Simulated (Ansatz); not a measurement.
All numbers were calculated with Ansatz.

A structure relaxed at PBE0-D4/def2-TZVP, charge 0, multiplicity 1:

```xyz
11

C    -1.360   -0.612   -0.035
C    -0.168   -0.008   -0.099
C     0.110    0.902   -1.189
S     1.494    1.712   -1.415
C     0.901   -0.236    0.921
F     0.478   -1.120    1.889
H    -1.603   -1.299    0.765
H    -2.113   -0.424   -0.792
H    -0.713    1.022   -1.897
H     1.799   -0.642    0.447
H     1.175    0.706    1.404
```

Give its formula and SMILES.

C4H5FS, `C=C(C=S)CF`.

Point group (tolerance 0.08 Å, 0.16 Å for H)?

Cs.

Summarise the bond lengths by kind.

3 × C–C 1.338 to 1.495 Å; 5 × C–H 1.082 to 1.094 Å; 1 × C–S 1.619 Å; 1 × C–F 1.377 Å.
